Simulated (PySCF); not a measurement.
# CHCl (Chloromethylene): the cost of one run

Computed with PySCF 2.14.0, with density-fitted response routines of our own, on a single molecule in the gas phase. Atoms are numbered from 0 throughout.

## 1. The starting structure

3 atoms, charge 0, multiplicity 1; geometry from: MMFF94s.

Bonds of the start (Å): C0–Cl1 1.76, C0–H2 1.07.

## 2. Relaxing the molecule at PBE0-D3(BJ)/def2-SVP

The job: settings as JSON, then the geometry in Å.

```
{"job": {"xc": "PBE0", "basis": "def2-SVP", "d3": "d3bj", "grid": 1, "kind": "geom"}, "charge": 0, "multiplicity": 1}
C     -0.224788    -0.058726     0.000000
Cl     1.479993     0.386648     0.000000
H     -1.255205    -0.327922     0.000000
```

Command:

```bash
> OMP_NUM_THREADS=1 python probes_run.py task.json out
```

This one command runs all jobs of the session in turn.

Q: Estimate the wall time of this first job on 1 thread of Intel Xeon 6975P-C, shared host.

About 2.2 s.
